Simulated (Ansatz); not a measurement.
**Predicting a hybrid from its neighbours: C2H3F3 (1,1,1-trifluoroethane)**

The species is C2H3F3 (8 atoms), meant as a singlet with charge 0. SMILES: `CC(F)(F)F`. The coordinates come from a PBE0-D4/def2-TZVP relaxation.

The electronic atomisation energy y, in eV, basis cc-pVDZ; a is the functional's share of exact exchange. Programs: Ansatz 0.2.0.

```
functional  program     a  y (eV)
    r2SCAN   Ansatz     0   32.86
       PBE   Ansatz     0   33.92
     B3LYP   Ansatz   0.2   32.38
   r2SCAN0   Ansatz  0.25       ?
      PBE0   Ansatz  0.25   32.75
     BHLYP   Ansatz   0.5   30.89
```

Task: Fit y = c + s·a to the known rows and predict r2SCAN0.

Result: 
1. Means of the 5 rows: a = 0.1900, y = 32.560.
2. Σ(Δa)² = 0.172, Σ(Δa·Δy) = -0.8235, so the slope is -0.8235/0.172 = -4.7878.
3. Intercept: 32.560 − (-4.7878) × 0.1900 = 33.470. The largest residual of the fit is 0.61.
4. r2SCAN0: 33.470 + (-4.7878) × 0.25 = 32.27 eV.

The run gave 31.95 eV, so the prediction is off by +0.32 eV, within the largest residual. The rows mix families of semi-local functionals, which the line can't see.
